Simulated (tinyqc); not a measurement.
UHF in the sto-3g basis, for BH, spin multiplicity 3, step by step. This run ends on a higher stationary point, not on the lowest solution. Computed by tinyqc, a small Python program that keeps every step (integrals from PySCF). Settings: charge = 0, multiplicity = 3, basis = sto-3g, energy threshold = 1e-08, iteration cap = 63, orthogonalisation = symmetric, start = Wolfsberg-Helmholz matrix, DIIS depth = 0, method = UHF. Command: `OMP_NUM_THREADS=1 python tinyqc.py 23348 23349 out.jsonl` (the two numbers bound the seeds that draw the settings). One thread of a shared host (Intel(R) Xeon(R) Processor @ 2.60GHz), about 0.1 s of CPU time with the checks.

Geometry (angstrom):
```
atom        x        y        z
B     0.00000  0.00000  0.00000
H     0.00000  0.00000  1.81100
```

Stop when the energy changes by less than 1e-08 hartree and every element of the error matrix X^T (F D S - S D F) X (for each spin) is below 3e-05.

Course of the cycle:
```
iteration  E (hartree)     change  largest element of the error matrix
1          -24.0386080          -                             2.60e-01
2          -24.3604435  -3.22e-01                             1.11e-01
3          -24.4656434  -1.05e-01                             8.31e-02
4          -24.5172368  -5.16e-02                             6.76e-02
5          -24.5446064  -2.74e-02                             4.60e-02
6          -24.5557293  -1.11e-02                             2.61e-02
7          -24.5592067  -3.48e-03                             1.33e-02
8          -24.5601451  -9.38e-04                             6.45e-03
9          -24.5603842  -2.39e-04                             3.08e-03
10         -24.5604446  -6.04e-05                             1.57e-03
11         -24.5604601  -1.55e-05                             9.00e-04
12         -24.5604642  -4.10e-06                             5.12e-04
13         -24.5604653  -1.11e-06                             2.89e-04
14         -24.5604657  -3.11e-07                             1.62e-04
15         -24.5604657  -8.86e-08                             9.09e-05
16         -24.5604658  -2.57e-08                             5.07e-05
17         -24.5604658  -7.58e-09                             2.83e-05
```

Can the last value be used, and what does the course show?

No, though the log alone does not show it. Converged in 17 iterations. But the solution lies 0.08269 hartree above the reference: it is another stationary point, not the lowest one. Reruns (cap 100 unless said): DIIS 8: converged in 11 to a higher stationary point; damping 0.5: converged in 38 to a higher stationary point; level shift 0.5: converged in 34 to a higher stationary point; atomic densities as start, DIIS 8: converged in 9. PySCF UHF in the same basis, after a stability check = -24.6431542 hartree.
